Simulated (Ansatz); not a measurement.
**C2HSi+ (quintet): the correlation ladder, def2-QZVPP**

An exercise on one series of results from a longer session: the logs are not shown, and one member is left open.

Program: Ansatz 0.2.0, Gaussian basis. Level of theory: def2-QZVPP, core rule «outside noble gas», up to 7 orbitals frozen. These are calculated values, not measurements.

The runs, in order: UHF; ROHF; CCSD(T) on UHF.

4 further runs of the same task are left out: 4 set aside as unsound or not needed.

## The system

The geometry is a PBE0/def2-TZVP stationary point (not a proven minimum) of the parent state, kept for this charge and spin.

4 atoms, charge 1, spin multiplicity 5.

Atoms are counted from 1 here; the program's logs count them from 0.

Bond lengths: C1–Si2 1.736 Å, Si2–C3 1.700 Å, C3–H4 1.081 Å. Angles: C1–Si2–C3 135.3°, Si2–C3–H4 142.8°.

Coordinates:

```xyz
4

C     0.0000   -0.3567    1.6475
Si    0.0000    0.3028    0.0419
C     0.0000   -0.3455   -1.5294
H     0.0000   -0.0699   -2.5744
```

The first run:

Input file in.yaml:

```yaml
crystal:
  periodic: [false, false, false]
  atoms:
    - {symbol: C, position_ang: [0.000000, -0.356652, 1.647526]}
    - {symbol: Si, position_ang: [0.000000, 0.302766, 0.041878]}
    - {symbol: C, position_ang: [0.000000, -0.345459, -1.529412]}
    - {symbol: H, position_ang: [0.000000, -0.069934, -2.574356]}
basis:
  gaussian: {orbitals: "def2-QZVPP.json"}
total_charge: 1
magnetization: {spin_polarized: true, initial_magnetization: 4}
hamiltonian: {xc: hf}
output: {orbitals: {seedname: orbitals}}
```

On the command line:

```sh
$ ansatz run in.yaml --threads 1 --pin off --events-out ev --progress --plain --max-ram 2393MiB
```

Among the steps run: UHF; ROHF; CCSD(T) on UHF.

One of the session's tables, all rows but one given; the rest of the session is left out.

| method | from UCCSD(T) (meV) |
| --- | --- |
| ROHF | +9977.9 |
| UHF | +8643.2 |
| UMP2 | ? |
| UCCSD | +432.9 |
| UCCSD(T) | 0 |

**Question.** Estimate the row for UMP2.

**Answer.** from UCCSD(T) (meV): +1716.3. In the column «from UCCSD(T) (meV)» it lies between UCCSD (+432.9) and UHF (+8643.2).

To keep in mind: The determinant is far from a pure spin state, so its energy mixes those of several spin states (harmless only where they are near-degenerate, as at dissociation).
